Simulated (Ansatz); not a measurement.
**NH (triplet): RPA-PBE over a scan of the distance N1–H2, aug-cc-pVDZ**

Aim: run NH (triplet) with these functionals over a scan of the distance N1–H2, and hold them against the top wave-function level at the same points.

Method: aug-cc-pVDZ, all electrons in the functionals, frozen cores in the correlation of double hybrids and RPA; program: Ansatz 0.2.0, Gaussian basis.

The runs, in order: RPA-PBE, at 0.830 Å; 0.947 Å; 1.040 Å; 1.153 Å; 1.294 Å; 1.407 Å; 1.626 Å; 1.952 Å; 2.330 Å; 2.797 Å; 3.523 Å.

16 further runs of the same task are left out: 1 for a known fault of the program, 12 that didn't finish, 3 set aside as unsound or not needed.

**1. The geometry**

The geometry derives from a PBE0/def2-TZVP stationary point (not a proven minimum). One bond is set to the value named and the two fragments are kept rigid.

2 atoms, charge 0, spin multiplicity 3.

Atoms are counted from 1 here; the program's logs count them from 0.

Bond lengths: N1–H2 1.040 Å.

No dispersion term is added.

The geometry shown and the zero of energy belong to the point 1.040 Å. The yardstick, FCI, and other wave-function levels (R restricted, U unrestricted, valence and pair active spaces) come from earlier runs.

**2. RPA-PBE, 0.830 Å**

Input file in.yaml:

```yaml
crystal:
  periodic: [false, false, false]
  atoms:
    - {symbol: N, position_ang: [0.000000, 0.000000, 0.000000]}
    - {symbol: H, position_ang: [0.000000, 0.000000, 0.830000]}
basis:
  gaussian: {orbitals: aug-cc-pVDZ}
magnetization: {spin_polarized: true, initial_magnetization: 2}
hamiltonian: {xc: {name: PBE}}
correlation: {method: rpa, electrons: outside_noble_gas}
```

Command:

```bash
ansatz run in.yaml --threads 1 --pin off --events-out ev --progress --plain --max-ram 2393MiB
```

The runs that follow: RPA-PBE, 0.947 Å; RPA-PBE, 1.040 Å; RPA-PBE, 1.153 Å; RPA-PBE, 1.294 Å; RPA-PBE, 1.407 Å; RPA-PBE, 1.626 Å; RPA-PBE, 1.952 Å; RPA-PBE, 2.330 Å; RPA-PBE, 2.797 Å; RPA-PBE, 3.523 Å.

**Question.** What will the summary of the whole plan be? Wanted: span of the FCI curve; largest miss, RPA-PBE.

**Answer**, as computed:

| quantity | value |
| --- | --- |
| span of the FCI curve | 313.5 kJ/mol |
| largest miss, RPA-PBE | +18.1 kJ/mol (1.952 Å) |

RPA-PBE strays by up to 18.1 kJ/mol, at 1.952 Å. RPA-PBE clearly breaks the spin symmetry at some points (⟨S²⟩ up to 1.00 above the pure value), so energy there is bought with a mixed spin. Functionals and the yardstick converge differently with the basis, so part of each miss in aug-cc-pVDZ is the basis.
